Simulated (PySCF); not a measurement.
Protonation sites of 1-propanol

System: 1-propanol, `CCCO` (C3H8O). Numbering: `[CH3:1][CH2:2][CH2:3][OH:4]`

Computed at ωB97X-D3(BJ)/def2-TZVP // PBE0-D3(BJ)/def2-SVP with PySCF (density fitting, grid level 2). Zero-point and thermal terms (298.15 K, 1 bar) come from unscaled PBE0-D3(BJ)/def2-SVP harmonic frequencies, with soft modes damped to free rotors in the entropy.

```
                site    product  PA / kJ/mol  GB / kJ/mol
O4 (hydroxyl oxygen)  CCC[OH2+]          791          761
```

PA is −ΔH and GB is −ΔG of B + H⁺ → BH⁺ in the gas phase. Sites whose products fell apart, merged with another or lost in a GFN2-xTB screen aren't listed.

In toluene the product from O4 is solvated 159 kJ/mol more strongly than the parent (electrostatics only).

Measured values (NIST Chemistry WebBook, evaluated or the median of agreeing entries): proton affinity (−ΔH) 787 kJ/mol (computed 791, difference 5); gas-phase basicity (−ΔG) 756 kJ/mol (computed 761, difference 5).

Hardware: 1 thread of Arm Neoverse V2, shared with other jobs. Command: `OMP_NUM_THREADS=1 python redox_run.py task.json out`. Structures, frequencies and single points: 4.7 min.

Differences come from unrounded values, so a last digit can differ from that of the printed terms.
